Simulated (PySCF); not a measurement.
Start geometry of `C#CF` (C2HF) from GFN2-xTB (Å):
```
atom  x, y, z in Å
C1    -0.6237    0.0246   -0.0312
C2     0.5159   -0.0184   -0.3796
F3     1.7425   -0.0665   -0.7541
H4    -1.6245    0.0652    0.2705
```

Task: What comes out of this run: PySCF, PBE0-D3(BJ)/def2-SVP geometry optimisation, gas phase?

Result: 
```
atom  x, y, z in Å
C1    -0.6161   -0.0297    0.0187
C2     0.5143   -0.0300   -0.3945
F3     1.7072   -0.0303   -0.8306
H4    -1.6236   -0.0294    0.3872
```

The energy falls by 0.028 eV over 6 energy and gradient evaluations, the largest force component goes from 0.0369 to 7.7e-05 Eh/bohr, and the atoms move by 0.014 Å rms after alignment. The bond that changes most is C1–H4 (terminal alkyne carbon to alkyne hydrogen), which lengthens by 0.027 Å. Bonds longer at the end by more than 0.005 Å: 2 of 3; shorter: 1. The orientation of the end geometry is arbitrary; only internal coordinates are fixed.

The run used 47 basis functions and 37 SCF cycles in all. On one thread of an Arm Neoverse V2, no GPU, shared host with 96 logical CPUs at a one-minute load of 28, this took 2.1 s and 0.26 GiB of memory at its peak.

PBE0-D3(BJ)/def2-SVP frequencies: not computed here.
